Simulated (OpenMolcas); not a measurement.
## A ladder of methods for AlO (oxoaluminum)

AlO: 2 atoms, total charge 0, spin state doublet. As SMILES, `[O]=[Al]`. The coordinates come from a PBE0-D4/def2-TZVP relaxation.

```xyz
2

O     0.0000    0.0000   -0.0249
Al    0.0000    0.0000    1.5950
```

Each level gives the dipole moment (D). The values are calculated.

```
               level             kind     program  value (D)
U-revPBE/def2-TZVPPD              GGA  OpenMolcas       4.14
   UBLYP/def2-TZVPPD              GGA  OpenMolcas       4.14
    UPBE/def2-TZVPPD              GGA  OpenMolcas       4.16
U-r2SCAN/def2-TZVPPD         meta-GGA  OpenMolcas       4.35
  UM06-L/def2-TZVPPD         meta-GGA  OpenMolcas       3.95
  UB3LYP/def2-TZVPPD    global hybrid  OpenMolcas       4.30
  UBHLYP/def2-TZVPPD    global hybrid  OpenMolcas       4.22
 UM06-2X/def2-TZVPPD  hybrid meta-GGA  OpenMolcas       5.01
```

The values span 3.95 to 5.01 D.
